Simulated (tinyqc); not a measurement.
Inside a calculation. Method: Hueckel theory of the pi electrons, for the molecule C=CC=CC=C (SMILES; centres numbered as the heavy atoms are written). Computed by tinyqc, a small Python program that keeps every step. Settings: charge = 0. Command: `OMP_NUM_THREADS=1 python tinyqc.py 24151 24152 out.jsonl` (the two numbers bound the seeds that draw the settings). One thread of a shared host (Intel(R) Xeon(R) Processor @ 2.60GHz), about 0.01 s of CPU time with the checks.

## The Hueckel matrix

Centres:
```
centre  z_r, pi electrons of the neutral centre        h
1C                                            1  0.00000
2C                                            1  0.00000
3C                                            1  0.00000
4C                                            1  0.00000
5C                                            1  0.00000
6C                                            1  0.00000
```

Bonds:
```
i  j  k
1  2  1
2  3  1
3  4  1
4  5  1
5  6  1
```

H_rr = alpha + h_r beta, H_rs = k_rs beta for bonded centres.

Hueckel matrix in units of beta (H = alpha + beta A), order 1C, 2C, 3C, 4C, 5C, 6C:
```
[[0.00000, 1.00000, 0.00000, 0.00000, 0.00000, 0.00000],
 [1.00000, 0.00000, 1.00000, 0.00000, 0.00000, 0.00000],
 [0.00000, 1.00000, 0.00000, 1.00000, 0.00000, 0.00000],
 [0.00000, 0.00000, 1.00000, 0.00000, 1.00000, 0.00000],
 [0.00000, 0.00000, 0.00000, 1.00000, 0.00000, 1.00000],
 [0.00000, 0.00000, 0.00000, 0.00000, 1.00000, 0.00000]]
```

## Orbitals

pi electrons, sum of z_r less the charge = 6

Diagonalise; E = alpha + x beta with beta < 0, so the largest x are filled first; degenerate levels share their electrons. P = sum n_i c_ri c_si; each orbital has its largest coefficient positive (the first on a tie).

x values: [1.80194, 1.24698, 0.44504, -0.44504, -1.24698, -1.80194]

occupations: [2.00000, 2.00000, 2.00000, 0.00000, 0.00000, 0.00000]

coefficients, order 1C, 2C, 3C, 4C, 5C, 6C:
```
[[0.23192, 0.41791, 0.52112, 0.52112, -0.41791, 0.23192],
 [0.41791, 0.52112, 0.23192, -0.23192, 0.52112, -0.41791],
 [0.52112, 0.23192, -0.41791, -0.41791, -0.23192, 0.52112],
 [0.52112, -0.23192, -0.41791, 0.41791, -0.23192, -0.52112],
 [0.41791, -0.52112, 0.23192, 0.23192, 0.52112, 0.41791],
 [0.23192, -0.41791, 0.52112, -0.52112, -0.41791, -0.23192]]
```

charge and bond-order matrix P, order 1C, 2C, 3C, 4C, 5C, 6C:
```
[[1.00000, 0.87112, 0.00000, -0.38768, 0.00000, 0.30142],
 [0.87112, 1.00000, 0.48343, 0.00000, -0.08627, 0.00000],
 [0.00000, 0.48343, 1.00000, 0.78485, 0.00000, -0.38768],
 [-0.38768, 0.00000, 0.78485, 1.00000, 0.48343, 0.00000],
 [0.00000, -0.08627, 0.00000, 0.48343, 1.00000, 0.87112],
 [0.30142, 0.00000, -0.38768, 0.00000, 0.87112, 1.00000]]
```

## Energy, charges, bond orders

E = sum n x; q_r = z_r - P_rr; bond order p = P_rs; free valence = sqrt(3) - sum of p over the bonds of the atom.

pi energy = 6 alpha + this times beta = 6.98792

pi charges: [0.00000, 0.00000, 0.00000, 0.00000, 0.00000, 0.00000]

Bond orders and lengths from R = 1.517 - 0.180 p (angstrom, C-C alone):
```
bond        p        R
1-2   0.87112  1.36020
2-3   0.48343  1.42998
3-4   0.78485  1.37573
4-5   0.48343  1.42998
5-6   0.87112  1.36020
```

free valence of the carbons: [0.86093, 0.37750, 0.46376, 0.46376, 0.37750, 0.86093]

gap between the highest filled and the next level = 0.89008 |beta|
